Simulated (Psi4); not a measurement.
# C2F2 (SMILES FC#CF), run twice

Wanted: energy and forces of C2F2, LCCSD/pcseg-0 (DKH3).

Program for the calculation: Psi4 1.11.

### 1 Starting point

C2F2: 4 atoms, total charge 0, spin state singlet. As SMILES, `FC#CF`. Geometry: relaxed at PBE0-D4/def2-TZVP.

Bond lengths: F1–C2 1.277 Å, C2–C3 1.184 Å, C3–F4 1.277 Å. Angles: F1–C2–C3 180.0°, C2–C3–F4 180.0°.

### 2 First attempt

File c2f2.xyz:

```xyz
4
C2F2
F     -0.136400     0.128000     1.852800
C     -0.033700     0.030200     0.583200
C      0.061400    -0.060400    -0.593400
F      0.164100    -0.158200    -1.863000
```

File calc.py:

```python
import psi4

psi4.set_memory('1600 MB')
psi4.set_num_threads(1)
psi4.set_output_file('run.log', False)

with open('c2f2.xyz') as f:
    atoms = ''.join(f.readlines()[2:])
geom = psi4.geometry('0 1\n' + atoms + 'symmetry c1')

psi4.set_options({
    'basis': 'pcseg-0',
    'freeze_core': True,
    'scf_type': 'pk',
    'docc': [17],
    'relativistic': 'dkh',
    'dkh_order': 3,
})

result, w = psi4.gradient("lccsd", return_wfn=True)
print('gradient / Eh bohr^-1')
print(result.np.round(6))
print(f'energy = {w.energy():.10f} Eh')
```

Run with:

```console
python calc.py
```

run.log:

```text
----------------------------------------------------------
                                   FINDIF
         ----------------------------------------------------------

    Generating geometries for use with 3-point formula.
    Displacement size will be 5.00e-03.

    Number of symmetric SALCs is 6.
    Translations projected? 1. Rotations projected? 1.

emory:     1.5 GiB
    Threads:    1
                ecpint, einsums, f̶o̶r̶t̶e̶, gauxc, gcp, g̶d̶m̶a̶, geometric, g̶p̶u̶_̶d̶f̶c̶c̶,
                i̶n̶t̶e̶g̶r̶a̶t̶o̶r̶x̶x̶, i̶p̶i̶, libefp, m̶d̶i̶, m̶p̶2̶d̶, m̶r̶c̶c̶, ooo,
                o̶p̶e̶n̶f̶e̶r̶m̶i̶o̶n̶p̶s̶i̶4̶, pcmsolver, p̶s̶i̶4̶f̶o̶c̶k̶c̶i̶, p̶s̶i̶x̶a̶s̶,
                p̶y̶e̶i̶n̶s̶u̶m̶s̶, r̶e̶s̶p̶, s̶i̶m̶i̶n̶t̶, s̶n̶s̶m̶p̶2̶,
                v̶2̶r̶d̶m̶_̶c̶a̶s̶s̶c̶f̶

Relativistic analytic gradients are not implemented yet, re-routing to finite differences.

         ----------------------------------------------------------
                                   FINDIF
         ----------------------------------------------------------

  Using finite-differences of energies to determine gradients.
    Generating geometries for use with 3-point formula.
    Displacement size will be 5.00e-03.
    Number of atoms is 4.
    Number of symmetric SALCs is 6.
    Translations projected? 1. Rotations projected? 1.
    Number of geometries (including reference) is 13.
 13 displacements needed ...

  //>>>>>>>>>>>>>>>>>>>>>>>>>>>>>>>>>>>//
  //    FiniteDifference Computations  //
  //<<<<<<<<<<<<<<<<<<<<<<<<<<<<<<<<<<<//
```

On the terminal:

```text
Psi4 1.11 release

Relativistic analytic gradients are not implemented yet, re-routing to finite differences.

   => Loading Basis Set <=

    Name: PCSEG-0
    Role: ORBITAL
    Keyword: BASIS

Traceback (most recent call last):
RuntimeError:
Fatal Error: Got 17 alpha electrons, expected 15.
DOCC and SOCC must specify the occupation of all electrons or none.
```

Run time: 2.2 s. Hardware: 1 thread of Intel Xeon 6975P-C (Granite Rapids), shared host; peak memory 0.14 GiB.

### 3 What went wrong

The program refused the input.

The telling line is `Fatal Error: Got 17 alpha electrons, expected 15.`. Cause: the orbital occupation or active space doesn't match the electron count or the lowest state. To mend it: docc at its default in place of (17).

### 4 The mended input

c2f2.xyz is that of step 2.

File run.py:

```python
import psi4

psi4.set_memory(1600000000)
psi4.set_num_threads(1)
psi4.core.set_output_file('run.log', False)

with open('c2f2.xyz') as f:
    atoms = ''.join(f.readlines()[2:])
mol = psi4.geometry('0 1\n' + atoms + 'symmetry c1')

psi4.set_options({
    'basis': 'pcseg-0',
    'freeze_core': True,
    'scf_type': 'pk',
    'relativistic': 'dkh',
    'dkh_order': 3,
})

energy_value, wavefunction = psi4.gradient("lccsd", return_wfn=True)
print('gradient / Eh bohr^-1')
print(energy_value.np.round(6))
print(f'energy = {wavefunction.energy():.10f} Eh')
```

Run with:

```console
python run.py
```

run.log:

```text
[...]
  Running in c1 symmetry.
[...]
  Nuclear repulsion =   95.510996951943412
[...]
  Multiplicity = 1
[...]
  Nalpha       = 15
  Nbeta        = 15
[...]
    Number of basis functions: 36
[...]
   @RHF iter   1:  -273.81565757204771   -4.29066e-01   5.48917e-03 ADIIS/DIIS
[...]
      * SCS-MP2 total energy:                 -274.250834439206
[...]
      * MP2 total energy:                     -274.263065205522
[...]
      * SCS-MP2 total energy:                 -274.250744619386
[...]
      * MP2 total energy:                     -274.262978862378
[...]
   @RHF iter  13:  -273.83659513084001    1.70530e-13   4.38051e-11 DIIS
[...]
    Orbital Energies [Eh]
    ---------------------
    Doubly Occupied:
       1A    -26.418072     2A    -26.417820     3A    -11.385452
       4A    -11.381312     5A     -1.714225     6A     -1.713274
       7A     -1.112481     8A     -0.861334     9A     -0.829799
      10A     -0.774409    11A     -0.774409    12A     -0.750186
      13A     -0.750186    14A     -0.440815    15A     -0.440815
[...]
  @RHF Final Energy:  -273.83659513084001
   => Energetics <=
    Nuclear Repulsion Energy =             95.5019400161215657
    One-Electron Energy =                -567.1478934470882223
    Two-Electron Energy =                 197.8093583001266325
    Total Energy =                       -273.8365951308400099
[...]
 Multipole Moments:
 ------------------------------------------------------------------------------------
     Multipole            Electronic (a.u.)      Nuclear  (a.u.)        Total (a.u.)
 ------------------------------------------------------------------------------------
 L = 1.  Multiply by 2.5417464519 to convert [e a0] to [Debye]
 Dipole X            :          0.0000001           -0.0000000            0.0000001
 Dipole Y            :          0.0000000           -0.0000000            0.0000000
 Dipole Z            :          0.0014153            0.0003563            0.0017716
 Magnitude           :                                                    0.0017716
[...]
      * SCS-MP2 total energy:                 -274.250920196079
[...]
      * MP2 total energy:                     -274.263147483422
[...]
```

Standard output:

```text
gradient / Eh bohr^-1
[[ 1.0000e-06  0.0000e+00 -8.4985e-02]
 [-7.0000e-06 -2.0000e-06  2.7095e-02]
 [ 7.0000e-06  2.0000e-06 -2.7097e-02]
 [-1.0000e-06 -0.0000e+00  8.4986e-02]]
energy = -274.2761193776 Eh
```

It took 7.8 s on 1 thread of Intel Xeon 6975P-C (Granite Rapids), shared host; peak memory 0.21 GiB.

### 5 Outcome

Level: LCCSD/pcseg-0 (DKH3).

```
                quantity          value
            total energy  -274.27612 Eh
      correlation energy     -439.6 mEh
largest force on an atom     4.370 eV/Å
```

**Reading.** The largest force is 4.37 eV/Å: the shape isn't a stationary point for this species at this level.
